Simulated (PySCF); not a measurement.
Gas-phase reaction: 3 Cl₂ + 2 C₄H₁₀ (isobutane) → 6 CH₂Cl + 2 CH₄

Energies from PySCF (xtb for GFN2), thermal terms from the rigid-rotor harmonic-oscillator model, ideal gas at 1 bar. † marks an energy on the PBE0/def2-TZVP geometry and frequencies; other levels use their own. MP2 and CCSD(T) freeze the core. 6-31G* has spherical d functions here. Open shells (unrestricted): CH₂Cl (multiplicity 2); the rest are closed-shell singlets. GFN2 has no spin-polarisation term. B3LYP is the form with VWN-RPA correlation. CH₂Cl: computed as isolated molecules; such fragments, hydroxides, amides, oligomers or adducts are transient or little studied in the gas. MP2 isn't extrapolated to the basis-set limit. CCSD(T) isn't extrapolated to the basis-set limit. Warning, point group unlike the PBE0 one: CH₂Cl (B3LYP/6-31G*).

| level | ΔH°(298 K), kJ |
|---|---|
| B3LYP/6-31G* | 710 |
| CCSD(T)/def2-SVP† | [?] |
| GFN2-xTB | 1239 |
| MP2/def2-SVP† | 818 |
| MP2/def2-TZVPP† | 827 |
| PBE/def2-TZVP† | [?] |
| PBE0/def2-SVP† | [?] |
| PBE0/def2-TZVP | 739 |
| r2SCAN/def2-TZVP† | 673 |
| LDA/def2-TZVP† | [?] |
| ωB97M-V/def2-TZVP† | 805 |

Task: What belongs in the gaps?

Result: 
- CCSD(T)/def2-SVP†, ΔH°(298 K), kJ: 788
- PBE/def2-TZVP†, ΔH°(298 K), kJ: 750
- PBE0/def2-SVP†, ΔH°(298 K), kJ: 760
- LDA/def2-TZVP†, ΔH°(298 K), kJ: 955
